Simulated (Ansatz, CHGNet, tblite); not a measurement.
## Ladder of methods for the elastic constant C11 of wurtzite AlN

Reference value: 410 GPa (measured, temperature not stated, no zero-point or thermal correction; as tabulated in Oses et al. (2018), arXiv:1811.08464).

```tsv
level (code)	value (GPa)	cell (Å³/atom)
GFN1-xTB (tblite)	162	12.96
CHGNet 0.3.0	308	10.63
LDA (Ansatz)	___	10.21
BLYP (Ansatz)	376	10.80
PBE (Ansatz)	373	10.65
revPBE (Ansatz)	364	10.79
RPBE (Ansatz)	362	10.84
PBE-D3(BJ) (Ansatz)	___	10.42
r²SCAN (Ansatz)	409	10.40
r²SCAN+rVV10 (Ansatz)	410	10.37
B3LYP (VWN-RPA form) (Ansatz)	407	10.52
Hartree–Fock (Ansatz)	___	10.34
```

### Question
Complete the blanks.

### Answer

- LDA (Ansatz, a quantum-chemistry and plane-wave program), value (GPa): 397
- PBE-D3(BJ) (Ansatz), value (GPa): 382
- Hartree–Fock (Ansatz), value (GPa): 465

Differences against the reference: GFN1-xTB -60 %, CHGNet 0.3.0 -25 %, LDA -3.2 %, BLYP -8.3 %, PBE -9.0 %, revPBE -11.2 %, RPBE -11.7 %, PBE-D3(BJ) -6.8 %, r²SCAN -0.2 %, r²SCAN+rVV10 0.0 %, B3LYP (VWN-RPA form) -0.7 %, Hartree–Fock +13.4 %.

The reference's temperature isn't stated, so close values are not ranked against it. Off by more than 25 %, or 35 % on the side where a correction would as a rule narrow the miss (bounds picked here): GFN1-xTB (-60 %).

The reference isn't brought to a static lattice, while the calculations are for one, so the differences are not the levels' errors alone. A static lattice is as a rule stiffer than a warm one, by over a tenth in soft solids.  GFN1-xTB: the method was fitted mainly to molecules. GFN1-xTB: the run uses a supercell at the zone centre in place of a k mesh. PBE-D3(BJ): the dispersion coefficients are held fixed in the derivatives. Each level is taken at its own relaxed cell. Cutoffs and k meshes differ between the levels. Ansatz's density-functional and Hartree–Fock values are scalar-relativistic unless marked +SOC, with PAW data made under PBE.

Machine-learned potentials (CHGNet 0.3.0) are trained on DFT data: a solid inside that data is no test of them.

Differences are worked out from the printed values.
